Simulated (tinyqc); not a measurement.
CIS and TDHF on RHF in the sto-6g basis, for BH2+, spin multiplicity 1, step by step. One step of it, computed by the program tinyqc.

Problem. CIS matrix, singlets. A(ia,jb) = (e_a - e_i) d_ij d_ab + 2 (ia|jb) - (ij|ab).

orbital energies (hartree): MO1 -8.042396, MO2 -0.969949, MO3 -0.825267, MO4 -0.239299, MO5 -0.170196, MO6 0.219433, MO7 0.288014

Two-electron integrals over orbitals (pq|rs), unique and non-zero (hartree):
```
p,q,r,s,(pq|rs)
1,1,1,1,2.903534
2,1,1,1,-0.259815
2,1,2,1,0.037756
2,2,1,1,0.622164
2,2,2,1,-0.008341
2,2,2,2,0.472829
3,1,3,1,0.009068
3,2,3,1,0.014721
3,2,3,2,0.141517
3,3,1,1,0.558049
3,3,2,1,-0.003189
3,3,2,2,0.464111
3,3,3,3,0.481889
4,1,1,1,0.146958
4,1,2,1,-0.018924
4,1,2,2,0.013369
4,1,3,3,0.006162
4,1,4,1,0.027370
4,2,1,1,-0.077666
4,2,2,1,0.006894
4,2,2,2,0.021571
4,2,3,3,0.017239
4,2,4,1,0.012931
4,2,4,2,0.069279
4,3,3,1,-0.002450
4,3,3,2,0.022782
4,3,4,3,0.030933
4,4,1,1,0.708358
4,4,2,1,-0.012063
4,4,2,2,0.440398
4,4,3,3,0.426595
4,4,4,1,-0.010820
4,4,4,2,-0.072830
4,4,4,4,0.579897
5,1,5,1,0.021993
5,2,5,1,0.021712
5,2,5,2,0.074326
5,3,5,3,0.019085
5,4,5,1,-0.011809
5,4,5,2,-0.031912
5,4,5,4,0.042982
5,5,1,1,0.743132
5,5,2,1,-0.009147
5,5,2,2,0.470744
5,5,3,3,0.438298
5,5,4,1,0.004765
5,5,4,2,-0.037952
5,5,4,4,0.508219
5,5,5,5,0.587109
6,1,1,1,-0.205683
6,1,2,1,0.032146
6,1,2,2,-0.001695
6,1,3,3,-0.000286
6,1,4,1,-0.005963
6,1,4,2,0.014119
6,1,4,4,-0.017546
6,1,5,5,-0.005367
6,1,6,1,0.033251
6,2,1,1,0.204342
6,2,2,1,-0.006980
6,2,2,2,0.050824
6,2,3,3,0.013169
6,2,4,1,0.013696
6,2,4,2,-0.004265
6,2,4,4,0.059519
6,2,5,5,0.100803
6,2,6,1,0.000471
6,2,6,2,0.088772
6,3,3,1,0.001109
6,3,3,2,-0.066291
6,3,4,3,-0.025892
6,3,6,3,0.075449
6,4,1,1,0.081764
6,4,2,1,0.000642
6,4,2,2,0.023180
6,4,3,3,0.002567
6,4,4,1,0.004462
6,4,4,2,-0.002415
6,4,4,4,0.041833
6,4,5,5,0.039682
6,4,6,1,0.003719
6,4,6,2,0.047086
6,4,6,4,0.032342
6,5,5,1,0.016560
6,5,5,2,0.050775
6,5,5,4,-0.012082
6,5,6,5,0.042511
6,6,1,1,0.616410
6,6,2,1,-0.007264
6,6,2,2,0.479845
6,6,3,3,0.471258
6,6,4,1,0.022113
6,6,4,2,0.055093
6,6,4,4,0.410803
6,6,5,5,0.449296
6,6,6,1,0.004728
6,6,6,2,0.035872
6,6,6,4,0.016847
6,6,6,6,0.530535
7,1,3,1,0.013764
7,1,3,2,0.019808
7,1,4,3,-0.004165
7,1,6,3,0.001852
7,1,7,1,0.021017
7,2,3,1,0.007659
7,2,3,2,-0.017247
7,2,4,3,-0.031993
7,2,6,3,0.051332
7,2,7,1,0.011130
7,2,7,2,0.054416
7,3,1,1,0.218632
7,3,2,1,-0.006075
7,3,2,2,0.036771
7,3,3,3,0.023225
7,3,4,1,-0.000934
7,3,4,2,-0.053637
7,3,4,4,0.102044
7,3,5,5,0.106008
7,3,6,1,-0.006491
7,3,6,2,0.070898
7,3,6,4,0.037479
7,3,6,6,-0.007330
7,3,7,3,0.109516
7,4,3,1,-0.008811
7,4,3,2,-0.069639
7,4,4,3,0.004943
7,4,6,3,0.038864
7,4,7,1,-0.012713
7,4,7,2,0.003999
7,4,7,4,0.055207
7,5,5,3,0.016447
7,5,7,5,0.018085
7,6,3,1,0.009822
7,6,3,2,0.116550
7,6,4,3,0.035682
7,6,6,3,-0.079326
7,6,7,1,0.013215
7,6,7,2,-0.043200
7,6,7,4,-0.056354
7,6,7,6,0.124059
7,7,1,1,0.643559
7,7,2,1,-0.008398
7,7,2,2,0.463303
7,7,3,3,0.481034
7,7,4,1,0.004064
7,7,4,2,-0.000332
7,7,4,4,0.458593
7,7,5,5,0.456868
7,7,6,1,-0.006439
7,7,6,2,0.012946
7,7,6,4,0.000904
7,7,6,6,0.479107
7,7,7,3,0.033460
7,7,7,7,0.507525
```

Give: CIS matrix A, singlet.

Solution.

CIS matrix A, singlet (hartree):
```
,1>4,1>5,1>6,1>7,2>4,2>5,2>6,2>7,3>4,3>5,3>6,3>7
1>4,7.1495,0.0000,-0.0937,0.0000,0.0379,0.0000,0.0268,0.0000,0.0000,0.0000,0.0000,0.0069
1>5,0.0000,7.1731,0.0000,0.0000,0.0000,0.0526,0.0000,0.0000,0.0000,0.0000,0.0000,0.0000
1>6,-0.0937,0.0000,7.7119,0.0000,0.0276,0.0000,0.0082,0.0000,0.0000,0.0000,0.0000,-0.0228
1>7,0.0000,0.0000,0.0000,7.7289,0.0000,0.0000,0.0000,0.0307,0.0005,0.0000,-0.0061,0.0000
2>4,0.0379,0.0000,0.0276,0.0000,0.4288,0.0000,-0.0317,0.0000,0.0000,0.0000,0.0000,-0.0376
2>5,0.0000,0.0526,0.0000,0.0000,0.0000,0.4777,0.0000,0.0000,0.0000,0.0000,0.0000,0.0000
2>6,0.0268,0.0000,0.0082,0.0000,-0.0317,0.0000,0.8871,0.0000,0.0000,0.0000,0.0000,0.0252
2>7,0.0000,0.0000,0.0000,0.0307,0.0000,0.0000,0.0000,0.9035,0.0057,0.0000,-0.0139,0.0000
3>4,0.0000,0.0000,0.0000,0.0005,0.0000,0.0000,0.0000,0.0057,0.2212,0.0000,-0.0544,0.0000
3>5,0.0000,0.0000,0.0000,0.0000,0.0000,0.0000,0.0000,0.0000,0.0000,0.2549,0.0000,0.0000
3>6,0.0000,0.0000,0.0000,-0.0061,0.0000,0.0000,0.0000,-0.0139,-0.0544,0.0000,0.7243,0.0000
3>7,0.0069,0.0000,-0.0228,0.0000,-0.0376,0.0000,0.0252,0.0000,0.0000,0.0000,0.0000,0.8513
```
